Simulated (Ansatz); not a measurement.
Kohn–Sham single points on C3H5FS (`C=C(S)CF`).

```yaml
crystal:
  periodic: [false, false, false]
  atoms:
    - {symbol: C, position_ang: [-0.405038, 0.168368, 1.460557]}
    - {symbol: C, position_ang: [0.101068, -0.234136, 0.302690]}
    - {symbol: S, position_ang: [1.162125, -1.636044, 0.207781]}
    - {symbol: C, position_ang: [-0.261760, 0.368306, -1.016565]}
    - {symbol: F, position_ang: [-1.086586, 1.457494, -0.869017]}
    - {symbol: H, position_ang: [-0.110883, -0.290996, 2.395506]}
    - {symbol: H, position_ang: [-1.136060, 0.966360, 1.484718]}
    - {symbol: H, position_ang: [1.952394, -1.176145, -0.778407]}
    - {symbol: H, position_ang: [-0.773962, -0.372171, -1.640011]}
    - {symbol: H, position_ang: [0.641801, 0.697763, -1.544354]}
basis:
  gaussian: {orbitals: def2-TZVPP}
hamiltonian: {xc: pbe0, dispersion: d4}
output: {orbitals: {seedname: orbitals}}
```

```sh
$ ansatz run in.yaml --threads 4 --pin off --events-out ev --progress --plain --max-ram 10444MiB
```

Output, abridged:

```
Functional definition: PBE0
1306 factors; their error is unknown
mean field evaluation 1: about -16729.4883 eV, gradient 5.4e1 eV
mean field evaluation 2: about -16723.9948 eV, gradient 6.9e1 eV
mean field evaluation 4: about -16736.4599 eV, gradient 3.3e0 eV
mean field evaluation 8: about -16736.4964 eV, gradient 4.9e-1 eV
mean field evaluation 16: about -16736.4967 eV, gradient 3.4e-5 eV
mean field -16736.49673917 eV, -615.0549107597 hartree, gradient 3.4e-5 eV, S^2 0.000000; 0 other end points of the search recorded, 0 dependent functions left out
reference -16736.49676654 eV, -615.0549117654 hartree; 24, 24 occupied and 212, 212 virtual orbitals, 1306 factors
Total energy: -16736.67155496 eV, -615.0613351215 hartree
```

It took 2.4 s on 4 threads of an Arm Neoverse V1 on a shared host, with 0.53 GiB of host memory at the peak.

Changing it to `hamiltonian: {xc: {name: wB97M-V}}` and forces (abridged; 9.5 s):

```
Functional definition: wB97M-V
mean field evaluation 16: about -16743.9641 eV, gradient 2.4e-4 eV
mean field -16743.96410078 eV, -615.3293312372 hartree, gradient 2.4e-5 eV, S^2 0.000000
Total energy: -16743.96414383 eV, -615.3293328193 hartree
Atom 0 force    -0.006129     0.016723    -0.049776 eV/Å
Atom 1 force    -0.116709     0.111357     0.230276 eV/Å
Atom 2 force     0.175371    -0.129817    -0.077105 eV/Å
Atom 3 force     0.154080    -0.183501    -0.279808 eV/Å
Atom 4 force    -0.160976     0.204822     0.048931 eV/Å
Atom 5 force    -0.010296     0.021097    -0.075936 eV/Å
Atom 6 force     0.061317    -0.053811    -0.002256 eV/Å
Atom 7 force    -0.062771    -0.020555     0.085186 eV/Å
Atom 8 force     0.048451     0.068710     0.063700 eV/Å
Atom 9 force    -0.082339    -0.035025     0.056789 eV/Å
Dipole moment:     0.166243    -0.069432    -0.139530 e Å
```

With the line `hamiltonian: {xc: {name: B2PLYP}}` (abridged; 4.6 s):

```
Functional definition: B2PLYP
mean field evaluation 16: about -16730.7760 eV, gradient 3.7e-4 eV
mean field -16730.77601350 eV, -614.8446779687 hartree, gradient 8.9e-6 eV, S^2 0.000000
9 core orbitals not correlated: weight in the atoms' cores, before any rotation towards them, 1.000 or more for the frozen orbitals, at most 0.000 for the correlated occupied ones
second order -30.20775947 eV of doubles, -0.00000000 eV of singles
Total energy: -16738.93226663 eV, -615.1444147429 hartree
```
